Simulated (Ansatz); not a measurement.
# CH4NSi: the cost of one run

Program: Ansatz 0.2.0. Level of theory: RKS PBE-D4/def2-SVP. These are calculated values, not measurements.

### Step 1. The structure to begin with

Bond lengths: C1–N2 1.139 Å, N2–Si3 1.858 Å, C1–H4 1.066 Å, Si3–H5 1.456 Å, Si3–H6 1.456 Å, Si3–H7 1.457 Å. Angles: C1–N2–Si3 178.6°, N2–C1–H4 179.7°, N2–Si3–H5 98.0°, N2–Si3–H6 97.3°, N2–Si3–H7 97.6°, H5–Si3–H6 118.4°, H5–Si3–H7 118.1°, H6–Si3–H7 118.3°.

Coordinates:

```xyz
7

C    -0.7435   -1.6352    0.1853
N    -0.2748   -0.6058    0.0509
Si    0.4886    1.0791   -0.1248
H    -1.1782   -2.6004    0.3149
H    -0.0579    1.4149   -1.4321
H    -0.1182    1.6798    1.0547
H     1.8839    0.6675   -0.0489
```

### Step 2. Relaxing end A

input.yaml

```yaml
crystal:
  periodic: [false, false, false]
  atoms:
    - { symbol: C, position_ang: [-0.74349, -1.63519, 0.18528] }
    - { symbol: "N", position_ang: [-0.27481, -0.60582, 0.05089] }
    - { symbol: Si, position_ang: [0.48865, 1.07914, -0.12483] }
    - { symbol: H, position_ang: [-1.17818, -2.60037, 0.31492] }
    - { symbol: H, position_ang: [-0.05787, 1.4149, -1.43212] }
    - { symbol: H, position_ang: [-0.11815, 1.67984, 1.05474] }
    - { symbol: H, position_ang: [1.88385, 0.66749, -0.04888] }
total_charge: 1
basis:
  gaussian: { orbitals: def2-SVP }
hamiltonian:
  xc: pbe
  dispersion: d4
relax:
  f_tol: 0.02
  max_steps: 50
```

Run with:

```
$ ansatz run input.yaml --threads 1 --pin off --max-ram 2048MiB --backend cpu --events-out ev --progress --plain --runs-dir out
```

**Question.** How long does this run take on 1 thread of Arm Neoverse V1, shared host, and how much memory does it need?

About 8.8 s, with a peak of 0.12 GiB.
